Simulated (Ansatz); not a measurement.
A nudged elastic band was laid between two geometries of CH5ClSi (8 atoms, charge 0, multiplicity 1).

The calculation used RKS PBE/def2-mTZVP in Ansatz.

```yaml
movable_images: 5
climbing_image: yes
spring: 5.0 eV/Å²
optimiser: quadratic models (default)
start_path: through a guess of the saddle point
force_threshold: 0.03 eV/Å
iteration_limit: 60
end_points: relaxed
```

Image 0:

```xyz
8
Properties=species:S:1:pos:R:3
Si 0.384 0.024 0.045
C 0.864 -0.030 1.855
H -0.019 -0.137 2.501
H 1.543 -0.869 2.063
H 1.381 0.900 2.141
H 1.589 0.138 -0.832
H -0.541 1.162 -0.239
Cl -0.614 -1.734 -0.494
```

Image 6:

```xyz
8
Properties=species:S:1:pos:R:3
Si 0.040 -0.030 -1.158
C 1.316 0.048 1.890
H 0.247 -0.127 2.055
H 1.894 -0.801 2.273
H 1.622 0.975 2.389
H 1.535 0.147 0.809
H -0.907 0.973 -0.460
Cl -1.161 -1.730 -0.759
```

(1) What changes between the two ends?

(2) What energy profile does the band end with?

(3) What is the geometry of the highest image?

Results:

(1) Bonds broken: Si1–C2, Si1–H6. Bonds formed: C2–H6. CH5ClSi becomes CH4 + ClHSi.

(2) The run converged. The highest image is number 3 of 0 to 6, 2.97 eV above the first end and 1.16 eV above the last; the last end lies 1.81 eV above the first. Neighbouring images differ by up to 1.4 eV, so the band resolves the path poorly. A vibrational analysis at the climbing image gives one clearly imaginary mode, 1139i cm⁻¹: a first-order saddle point. The orbitals stay closed-shell, which can raise the energy where a bond breaks towards radicals; this wasn't checked here.

```json
{"image": "0", "path coordinate (Å)": "0.00", "energy (eV)": "0.00", "Si1–C2 (Å)": "1.87", "Si1–H6 (Å)": "1.49", "C2–H6 (Å)": "2.79"}
{"image": "1", "path coordinate (Å)": "0.55", "energy (eV)": "0.19", "Si1–C2 (Å)": "1.85", "Si1–H6 (Å)": "1.48", "C2–H6 (Å)": "2.52"}
{"image": "2", "path coordinate (Å)": "1.09", "energy (eV)": "1.56", "Si1–C2 (Å)": "1.94", "Si1–H6 (Å)": "1.45", "C2–H6 (Å)": "2.03"}
{"image": "3", "path coordinate (Å)": "1.64", "energy (eV)": "2.97", "Si1–C2 (Å)": "2.27", "Si1–H6 (Å)": "1.52", "C2–H6 (Å)": "1.61"}
{"image": "4", "path coordinate (Å)": "2.22", "energy (eV)": "2.04", "Si1–C2 (Å)": "2.63", "Si1–H6 (Å)": "1.84", "C2–H6 (Å)": "1.16"}
{"image": "5", "path coordinate (Å)": "2.81", "energy (eV)": "1.83", "Si1–C2 (Å)": "3.05", "Si1–H6 (Å)": "2.23", "C2–H6 (Å)": "1.11"}
{"image": "6", "path coordinate (Å)": "3.40", "energy (eV)": "1.81", "Si1–C2 (Å)": "3.31", "Si1–H6 (Å)": "2.48", "C2–H6 (Å)": "1.11"}
```

(3) 
```xyz
8
Properties=species:S:1:pos:R:3
Si 0.301 0.046 -0.485
C 0.994 0.005 1.678
H 0.036 -0.330 2.091
H 1.778 -0.708 1.958
H 1.242 1.022 1.996
H 1.643 -0.066 0.210
H -0.541 1.189 -0.017
Cl -0.866 -1.704 -0.391
```

Run time: 58 s on 2 threads of Arm Neoverse V1, with other jobs on the host, peak memory 0.14 GiB.
